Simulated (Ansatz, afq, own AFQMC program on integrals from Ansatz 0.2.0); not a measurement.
Integrals from Ansatz 0.2.0, then the random walk in our own AFQMC program (afq).

```yaml
crystal:
  periodic: [false, false, false]
  atoms:
    - {symbol: B, position_ang: [0.000000, 0.000000, 0.000000]}
    - {symbol: O, position_ang: [0.000000, 0.000000, 1.200581]}
basis:
  gaussian: {orbitals: 6-31G}
total_charge: 1
magnetization: {spin_polarized: true, initial_magnetization: 0}
correlation: {method: ccsd_t, electrons: outside_noble_gas, hamiltonian_folder: ham}
```

```sh
$ ansatz run in.yaml --threads 1 --pin off --events-out ev --progress --plain --max-ram 1843MiB
```

Options of the walk:

```
--method free --trial cisd --walkers 200 --time-step 0.05 --max-blocks 120 --target-error 0.00068 --factor-cut 0.0001 --seed 3743 --times 0,0.05,0.1,0.15 --taylor-order 8
```

Times are imaginary, in 1/Eh. The walk had a cap of 90 s.

```
orbitals 16  electrons 4 4  factors 80 of 201
reference energy -98.98083035 Eh
CCSD correlation -0.19850395 Eh in 12 cycles, weight of the determinant in the CISD state 0.8615
repeat  energy at the last time / Eh  error
    10  -99.183041  0.000774
    20  -99.183148  0.000558
    30  -99.182831  0.000484
time / (1/Eh)  energy / Eh  error  mean overlap
  0.00  -99.178890  0.000524  1.1578
  0.05  -99.179980  0.000537  1.1618
  0.10  -99.181513  0.000467  1.1596
  0.15  -99.182756  0.000474  1.1587
energy -99.182756 +/- 0.000474 Eh
```

The run failed at least one of its tests; the cautions name the faults.

Against this walk (error 12.9 meV) on the same determinant: CCSD(T) 211.9 meV lower, CCSDT(Q) 309.8 meV lower, CCSDTQ 278.9 meV lower, full CI (a separate run on its own orbitals, whose frozen core shifts it by up to a few meV) 270.0 meV lower. The error is statistical, and a free projection of finite length keeps a remainder of its start.

A setting was made bad on purpose (projection too short), so the walk's energy isn't to be trusted.

Cautions: remainder of the start not in the error; start not forgotten; higher spins were not checked; an unrestricted solution with more broken spin lies lower (1.21 eV, ⟨S²⟩ 1.03), while this determinant keeps restricted orbitals; strong correlation (T1 0.062, weight of the determinant 0.86, largest double 0.10); full CI with its own frozen core; the time-step error isn't removed.

CCSDT and higher add their correlation energy to the determinant of the CCSD(T) run, since their own runs factorise the integrals more tightly (a shift of under 2 meV). A walk keeps the symmetry of its determinant, which the program's search chose and which needn't be the lowest solution, so a lower state of the same spin and another symmetry isn't excluded.
